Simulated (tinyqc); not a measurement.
RHF in the sto-6g basis, for CH3-, spin multiplicity 1, step by step. The basis has no diffuse functions, so it cannot describe the extra electron: this is an exercise in the method, not the real anion. One step of it, computed by the program tinyqc.

Question. Orthogonalisation. S = U s U^T; symmetric (Loewdin) form X = U s^(-1/2) U^T, so that X^T S X = 1.

overlap S, lower triangle:
```
,1C 1s,1C 2s,1C 2px,1C 2py,1C 2pz,2H 1s,3H 1s,4H 1s
1C 1s,1.000000
1C 2s,0.243228,1.000000
1C 2px,0.000000,0.000000,1.000000
1C 2py,0.000000,0.000000,0.000000,1.000000
1C 2pz,0.000000,0.000000,0.000000,0.000000,1.000000
2H 1s,0.042764,0.393172,0.399684,0.000000,-0.029022,1.000000
3H 1s,0.042810,0.393412,-0.199848,0.346340,-0.029046,0.087476,1.000000
4H 1s,0.042810,0.393412,-0.199848,-0.346340,-0.029046,0.087476,0.087469,1.000000
```

Give: eigenvalues of S; X.

Answer.

eigenvalues of S: 0.3691  0.4645  0.4648  0.9648  1.0081  1.4477  1.4480  1.8330

X, lower triangle:
```
,1C 1s,1C 2s,1C 2px,1C 2py,1C 2pz,2H 1s,3H 1s,4H 1s
1C 1s,1.0260
1C 2s,-0.1499,1.2538
1C 2px,0.0000,-0.0001,1.1207
1C 2py,0.0000,0.0000,0.0000,1.1208
1C 2pz,0.0017,-0.0166,0.0000,0.0000,1.0012
2H 1s,0.0204,-0.2438,-0.2585,0.0000,0.0177,1.1573
3H 1s,0.0204,-0.2441,0.1293,-0.2240,0.0177,-0.0199,1.1575
4H 1s,0.0204,-0.2441,0.1293,0.2240,0.0177,-0.0199,-0.0199,1.1575
```
